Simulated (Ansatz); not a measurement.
# H₂Al–Al, triplet in 6-31G: errors against full CI

Geometry: a point of a breathe scan, not a stationary point.

```xyz
4

Al    0.0000    0.0000   -2.3947
Al    0.0000    0.0000    2.6802
H     0.0000    2.8283   -3.8214
H     0.0000   -2.8283   -3.8214
```

Basis 6-31G; Ansatz 0.2.0. Only valence electrons are correlated (noble-gas cores frozen), which leaves 8 electrons in 20 orbitals. Prefix R: restricted or restricted open-shell reference; prefix U: unrestricted. Active spaces: valence = (8e, 10o) chosen from the atoms' valence shells; pair = (4e, 4o) about the gap.

Full CI is exact within this basis and frozen core; it isn't the basis-set limit. The frozen core follows each run's orbitals, which can shift R against U totals by a few meV.

Unrestricted rows (U) aren't spin-pure: their determinants' ⟨S²⟩ exceeds S(S+1) by up to 0.76, so they mix in states of higher spin. Coupled cluster chose its determinant by trial CCSD, here up to 1.02 eV above the lowest Hartree–Fock solution of its kind. For open shells CISD and CISDTQ are restricted-active-space CI with the open shells as a complete middle space.

The UHF ⟨S²⟩ is 2.759, the T1 diagnostic (RCCSD) is 0.0914 and the largest doubles amplitude (RCCSD) is 0.249. The T1 diagnostic (UCCSD) is 0.0782.

```json
{"level": "UHF", "E − E(full CI) (mEh)": "78.26", "share of correlation (%)": "48.66", "wall time": "–"}
{"level": "UMP2", "E − E(full CI) (mEh)": "40.36", "share of correlation (%)": "73.52", "wall time": "–"}
{"level": "RCCSD*", "E − E(full CI) (mEh)": "4.92", "share of correlation (%)": "96.78", "wall time": "–"}
{"level": "UCCSD", "E − E(full CI) (mEh)": "2.36", "share of correlation (%)": "98.45", "wall time": "–"}
{"level": "RCCSD(T)*", "E − E(full CI) (mEh)": "1.49", "share of correlation (%)": "99.02", "wall time": "8.5 s"}
{"level": "UCCSD(T)", "E − E(full CI) (mEh)": "1.04", "share of correlation (%)": "99.32", "wall time": "10 s"}
{"level": "BCCD(T)*", "E − E(full CI) (mEh)": "1.95", "share of correlation (%)": "98.72", "wall time": "7.5 s"}
{"level": "RCCSDT*", "E − E(full CI) (mEh)": "0.14", "share of correlation (%)": "99.91", "wall time": "–"}
{"level": "UCCSDT", "E − E(full CI) (mEh)": "0.07", "share of correlation (%)": "99.95", "wall time": "–"}
{"level": "CISDTQ", "E − E(full CI) (mEh)": "1.23", "share of correlation (%)": "99.19", "wall time": "21 s"}
{"level": "RCCSDT(Q)*", "E − E(full CI) (mEh)": "0.02", "share of correlation (%)": "99.99", "wall time": "16 s"}
{"level": "UCCSDT(Q)", "E − E(full CI) (mEh)": "0.03", "share of correlation (%)": "99.98", "wall time": "16 s"}
{"level": "CASSCF (valence space)", "E − E(full CI) (mEh)": "16.40", "share of correlation (%)": "89.24", "wall time": "–"}
{"level": "NEVPT2 (valence space)", "E − E(full CI) (mEh)": "6.44", "share of correlation (%)": "95.78", "wall time": "14 s"}
{"level": "MRCISD (valence space)", "E − E(full CI) (mEh)": "0.81", "share of correlation (%)": "99.47", "wall time": "–"}
{"level": "MRCISD+Q (valence space)", "E − E(full CI) (mEh)": "0.48", "share of correlation (%)": "99.68", "wall time": "16 s"}
```

An asterisk marks runs whose energy the program itself flagged as in doubt.

The correlation energy at full CI, counted from the determinant under the R cluster runs, is -4.148 eV. That run took 2.4 min on 1 thread of Arm Neoverse V1, shared host over 5,884,777 determinants.

Run but not shown, since their state or frozen core can't be matched to the reference's or they repeat it: RHF, RMP2, CISD, CASSCF (pair space), NEVPT2 (pair space).

Times hold each run's SCF and search for its determinant on a shared host, so for small cases they say little of a method's own cost; they ran on 1 thread of Arm Neoverse V1.

The full-CI state has the irrep A1 of C2v, in the program's axes.

Natural occupations of full CI about the gap: 1.907 1.903 1.639 1.011 0.992 0.295 0.094 0.045 0.042 0.041; effectively unpaired electrons, Σ n²(2−n)², 2.72. No single determinant describes this state well, so single-reference rows can miss without a flag.
